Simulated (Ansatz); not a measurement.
**C4H6 (1-butyne): from total energies to a heat of formation**

C4H6: 10 atoms, total charge 0, spin state singlet. SMILES: `C#CCC`. The coordinates come from a PBE0-D4/def2-TZVP relaxation.

Total energies at revPBE/cc-pVDZ (Ansatz 0.2.0); the atoms run unrestricted:

| species | state | energy (Eh) |
| --- | --- | --- |
| C4H6 | singlet | -155.925027 |
| C | triplet | -37.838504 |
| H | doublet | -0.503191 |

Harmonic wavenumbers at PBE0-D4/def2-TZVP, in cm⁻¹: 203, 222, 368, 527, 670, 677, 785, 863, 1044, 1092, 1104, 1285, 1347, 1404, 1467, 1487, 1497, 2239, 3047, 3060, 3079, 3138, 3143, 3484.

Measured heats of formation of the gaseous atoms at 298.15 K, in kJ/mol: C 716.9, H 218.0. Spin-orbit lowering of the atoms at 298 K (mean of the ground term's levels less their thermal mean, from spectra), in kJ/mol: C 0.02. Take 1 Eh = 2625.50 kJ/mol, 1 cm⁻¹ = 0.0119627 kJ/mol, RT = 2.479 kJ/mol.

Task: What heat of formation follows?

Result: 
1. Electronic atomisation energy: 4 × (-37.838504) + 6 × (-0.503191) − (-155.925027) = 1.551865 Eh = 4074.4 kJ/mol.
2. Zero-point energy: half the sum of the wavenumbers, 18616 cm⁻¹ = 222.7 kJ/mol.
3. Thermal vibrational enthalpy, Σ hcν̃/(exp(hcν̃/kT) − 1): 5.6 kJ/mol. Translation, rotation and pV of a non-linear molecule: 4 RT = 9.9 kJ/mol.
4. The 10 free atoms carry 5/2 RT each: 62.0 kJ/mol.
5. Spin-orbit coupling lowers the free atoms by 4 × 0.02 = 0.1 kJ/mol.
6. Atomisation enthalpy at 298 K: 4074.4 − 0.1 − 222.7 − 5.6 − 9.9 + 62.0 = 3898.1 kJ/mol.
7. Sum of the atoms' heats of formation: 4175.6 kJ/mol. Heat of formation: 4175.6 − 3898.1 = +277.5 kJ/mol.

The tabulated value is +165.4 kJ/mol (Active Thermochemical Tables), so this level is off by +112.1 kJ/mol, or 2.8 % of the atomisation enthalpy. Anharmonicity and any spin-orbit splitting of the molecule are left out.
